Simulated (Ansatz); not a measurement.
**Al2H (quartet): from Hartree-Fock to the top rungs, def2-TZVPP**

One table from this session's results is given with a row withheld; the runs are named, their logs left out.

The runs use Ansatz 0.2.0, Gaussian basis; def2-TZVPP, core rule «outside noble gas», up to 10 orbitals frozen.

The runs, in order: UHF; ROHF; CCSD(T) on UHF.

2 further runs of the same task are left out: 2 set aside as unsound or not needed.

## The geometry

The geometry is a PBE0/def2-TZVP stationary point (not a proven minimum) of the parent state, kept for this charge and spin.

3 atoms, charge 0, spin multiplicity 4.

Atoms are counted from 1 here; the program's logs count them from 0.

Bond lengths: Al1–Al2 2.677 Å, Al1–H3 1.619 Å. Angles: Al2–Al1–H3 180.0°.

The first run:

The input, in.yaml:

```yaml
crystal:
  periodic: [false, false, false]
  atoms:
    - {symbol: Al, position_ang: [0.000000, 0.000000, 0.352569]}
    - {symbol: Al, position_ang: [0.000000, 0.000000, -2.324369]}
    - {symbol: H, position_ang: [0.000000, 0.000000, 1.971799]}
basis:
  gaussian: {orbitals: def2-TZVPP}
magnetization: {spin_polarized: true, initial_magnetization: 3}
hamiltonian: {xc: hf}
output: {orbitals: {seedname: orbitals}}
```

The run is started by

```sh
$ ansatz run in.yaml --threads 1 --pin off --events-out ev --progress --plain --max-ram 4096MiB --backend cpu
```

Among the steps run: UHF; ROHF; CCSD(T) on UHF.

One table of the session follows, with a row left open; its other results are not shown here.

```
  method  from UCCSD(T) (meV)
    ROHF              +3941.7
     UHF              +3797.3
    UMP2               +937.6
   UCCSD                    ?
UCCSD(T)                    0
```

Estimate the missing values for UCCSD.

As computed: from UCCSD(T) (meV): +216.2. In the column «from UCCSD(T) (meV)» it lies between UCCSD(T) (0) and UMP2 (+937.6).
